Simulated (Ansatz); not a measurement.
# AlH3 (SMILES [H][Al]([H])[H]): levels of theory compared

We compute a comparison of 6 runs (HF/STO-3G, HF/def2-SVP, HF/cc-pVTZ, B3LYP/6-31G*, PBE0/6-31G**, B2PLYP/def2-TZVP) of AlH3. 

The results are computed with Ansatz 0.2.0.

10 further runs of the same task are left out: 4 for a known fault of the program, 4 that didn't finish, 2 set aside as unsound or not needed.

## Step 1: The molecule

AlH3 has 4 atoms, charge 0, and is taken as a singlet. SMILES: `[H][Al]([H])[H]`. Geometry: a GFN2-xTB relaxation, a rough one for these elements and not checked as a minimum.

Bond lengths: Al1–H2 1.553 Å, Al1–H3 1.553 Å, Al1–H4 1.553 Å. Angles: H2–Al1–H3 120.0°, H2–Al1–H4 120.0°, H3–Al1–H4 120.0°.

## Step 2: Energy and gradient at HF/STO-3G (run 1)

File job.yaml:

```yaml
crystal:
  periodic: [false, false, false]
  atoms:
    - {symbol: Al, position_ang: [-0.000010, -0.000020, 0.000020]}
    - {symbol: H, position_ang: [1.552650, -0.030520, 0.014610]}
    - {symbol: H, position_ang: [-0.749810, 1.359840, -0.019120]}
    - {symbol: H, position_ang: [-0.802830, -1.329300, 0.004480]}
basis:
  gaussian:
    orbitals: STO-3G
total_charge: 0
hamiltonian:
  xc: hf
accuracy: high
output:
  forces: true
  orbitals: {seedname: orbitals}
```

Launch:

```bash
$ ansatz run job.yaml --threads 1 --pin off --max-ram 3480MiB --events-out events.jsonl --progress --plain --runs-dir runs
```

What it wrote:

```text
Warning: RAYON_NUM_THREADS=1 ignored (pool sized by the plan → 1); use --threads N
Functional definition: HF
  name "HF"
  exchange = exact_x
  correlation = 0
181 factors; integrals over basis functions are off by at most 9.6e-9 eV
mean field evaluation 1: about -6549.7649 eV, gradient 1.1e1 eV
mean field evaluation 2: about -6549.7562 eV, gradient 1.1e1 eV
mean field evaluation 4: about -6550.3399 eV, gradient 4.5e-1 eV
mean field evaluation 8: about -6550.3403 eV, gradient 2.8e-5 eV
mean field -6550.34034221 eV, -240.7205675962 hartree, gradient 5.0e-8 eV, S^2 0.000000; 0 other end points of the search recorded, 0 dependent functions left out
the calculation of the forces begins
reference -6550.34034221 eV, -240.7205675962 hartree; 8, 8 occupied and 4, 4 virtual orbitals, 181 factors
Total energy: -6550.34034221 eV, -240.7205675962 hartree
Atom 0 at    -0.000010    -0.000020     0.000020 Å, force     0.001398     0.001446    -0.000323 eV/Å
Atom 1 at     1.552650    -0.030520     0.014610 Å, force    -1.783045     0.035024    -0.016681 eV/Å
Atom 2 at    -0.749810     1.359840    -0.019120 Å, force     0.860803    -1.560981     0.022045 eV/Å
Atom 3 at    -0.802830    -1.329300     0.004480 Å, force     0.920844     1.524511    -0.005041 eV/Å
Dipole moment:    -0.000006    -0.000026     0.000036 e Å
```

It took 0.08 s on 1 thread of Arm Neoverse V2, shared host.

## Step 3: Energy and forces at HF/def2-SVP (run 2)

File run.yaml:

```yaml
crystal:
  periodic: [false, false, false]
  atoms:
    - symbol: Al
      position_ang: [-0.000010, -0.000020, 0.000020]
    - symbol: H
      position_ang: [1.552650, -0.030520, 0.014610]
    - symbol: H
      position_ang: [-0.749810, 1.359840, -0.019120]
    - symbol: H
      position_ang: [-0.802830, -1.329300, 0.004480]
basis:
  gaussian: {orbitals: def2-SVP}
accuracy: high
hamiltonian: {xc: hf}
output: {forces: true, orbitals: {seedname: orbitals}}
```

Launch:

```bash
$ ansatz run run.yaml --threads 1 --pin off --max-ram 3480MiB --events-out events.jsonl --progress --plain --runs-dir runs
```

What it wrote:

```text
Warning: RAYON_NUM_THREADS=1 ignored (pool sized by the plan → 1); use --threads N
[... 4 set-up lines as earlier in the session ...]
623 factors; integrals over basis functions are off by at most 3.8e-9 eV
mean field evaluation 1: about -6627.1055 eV, gradient 8.3e0 eV
mean field evaluation 2: about -6627.1065 eV, gradient 8.3e0 eV
mean field evaluation 4: about -6627.4763 eV, gradient 2.0e-1 eV
mean field evaluation 8: about -6627.4764 eV, gradient 1.1e-5 eV
mean field -6627.47635314 eV, -243.5552637131 hartree, gradient 1.9e-8 eV, S^2 0.000000; 0 other end points of the search recorded, 0 dependent functions left out
the calculation of the forces begins
reference -6627.47635314 eV, -243.5552637131 hartree; 8, 8 occupied and 25, 25 virtual orbitals, 623 factors
Total energy: -6627.47635314 eV, -243.5552637131 hartree
Atom 0 at    -0.000010    -0.000020     0.000020 Å, force     0.001145     0.001118    -0.000158 eV/Å
Atom 1 at     1.552650    -0.030520     0.014610 Å, force     0.432712    -0.008493     0.004127 eV/Å
Atom 2 at    -0.749810     1.359840    -0.019120 Å, force    -0.209176     0.379548    -0.005280 eV/Å
Atom 3 at    -0.802830    -1.329300     0.004480 Å, force    -0.224681    -0.372173     0.001311 eV/Å
Dipole moment:    -0.000018    -0.000035     0.000037 e Å
```

Wall time 0.22 s (1 thread of Arm Neoverse V2, shared host).

Runs 3 to 5 aren't shown in full; the table further down has their settings and results.

## Step 4: Energy and forces at B2PLYP/def2-TZVP (run 6)

File molecule.yaml:

```yaml
crystal:
  periodic: [false, false, false]
  atoms:
    - {symbol: Al, position_ang: [-0.000010, -0.000020, 0.000020]}
    - {symbol: H, position_ang: [1.552650, -0.030520, 0.014610]}
    - {symbol: H, position_ang: [-0.749810, 1.359840, -0.019120]}
    - {symbol: H, position_ang: [-0.802830, -1.329300, 0.004480]}
basis:
  gaussian:
    orbitals: def2-TZVP
output:
  forces: true
  orbitals: {seedname: orbitals}
magnetization:
  spin_polarized: false
correlation:
  frozen_orbitals: {Al: 5, H: 0}
accuracy: high
hamiltonian:
  xc: {name: B2PLYP}
```

Launch:

```bash
$ ansatz run molecule.yaml --threads 1 --pin off --max-ram 3480MiB --events-out events.jsonl --progress --plain --runs-dir runs
```

What it wrote:

```text
Warning: RAYON_NUM_THREADS=1 ignored (pool sized by the plan → 1); use --threads N
Functional definition: B2PLYP
  name "B2PLYP"
  parameter a = 0.53
  parameter c = 0.27
  exchange = (1 - a)*b88_x + a*exact_x
  correlation = (1 - c)*lyp_c + c*(mp2_os + mp2_ss)
917 factors; integrals over basis functions are off by at most 3.7e-9 eV
mean field evaluation 1: about -6640.6872 eV, gradient 7.8e0 eV
mean field evaluation 2: about -6640.6840 eV, gradient 7.8e0 eV
mean field evaluation 4: about -6640.8911 eV, gradient 4.5e-1 eV
mean field evaluation 8: about -6640.8912 eV, gradient 5.0e-4 eV
mean field evaluation 16: about -6640.8912 eV, gradient 1.5e-8 eV
mean field -6640.89124568 eV, -244.0482519210 hartree, gradient 1.5e-8 eV, S^2 0.000000; 0 other end points of the search recorded, 0 dependent functions left out
5 core orbitals not correlated: weight in the atoms' cores, before any rotation towards them, 1.000 or more for the frozen orbitals, at most 0.000 for the correlated occupied ones
reference -6640.89126709 eV, -244.0482527079 hartree; 3, 3 occupied and 47, 47 virtual orbitals, 917 factors
second order -2.85827226 eV of doubles, -0.00000000 eV of singles
the calculation of the forces begins
Total energy: -6641.66300060 eV, -244.0766133912 hartree
Atom 0 at    -0.000010    -0.000020     0.000020 Å, force     0.001084     0.001055    -0.000141 eV/Å
Atom 1 at     1.552650    -0.030520     0.014610 Å, force     0.357249    -0.007014     0.003411 eV/Å
Atom 2 at    -0.749810     1.359840    -0.019120 Å, force    -0.172726     0.313413    -0.004356 eV/Å
Atom 3 at    -0.802830    -1.329300     0.004480 Å, force    -0.185607    -0.307455     0.001087 eV/Å
Dipole moment:    -0.000017    -0.000032     0.000030 e Å
```

It took 4.8 s on 1 thread of Arm Neoverse V2, shared host; peak memory 0.13 GiB.

## Step 5: All runs side by side

```tsv
run	level	frozen core orbitals	energy (Eh)	dipole moment (D)	HOMO energy (eV)	LUMO energy (eV)	wall time
1	HF/STO-3G	–	-240.720568	0.00	-9.28	8.87	0.08 s
2	HF/def2-SVP	–	-243.555264	0.00	-11.82	1.04	0.22 s
3	HF/cc-pVTZ	–	-243.643611	0.00	-11.82	0.90	1.4 s
4	B3LYP/6-31G* (spherical functions)	–	-244.202140	0.00	-8.40	-1.90	1 s
5	PBE0/6-31G** (spherical functions)	–	-244.053024	0.00	-8.58	-1.69	1.2 s
6	B2PLYP/def2-TZVP	5	-244.076613	0.00	-9.83	-0.73	4.8 s
```

## Step 6: Outcome

```
                                  quantity          value
                       run 6: total energy  -244.07661 Eh
           run 6: dipole moment (SCF part)         0.00 D
  run 6: HOMO energy (SCF part's orbitals)       -9.83 eV
  run 6: LUMO energy (SCF part's orbitals)       -0.73 eV
run 6: HOMO–LUMO gap (SCF part's orbitals)        9.10 eV
           run 6: largest force on an atom     0.359 eV/Å
```

The HOMO–LUMO gap runs from 6.50 eV (B3LYP/6-31G*) to 18.16 eV (HF/STO-3G). The two ends differ in method and basis. Totals of different functionals can't be ranked against each other. In run 1 the basis is minimal, so the values are rough. All runs together took 8.7 s, the longest 4.8 s.
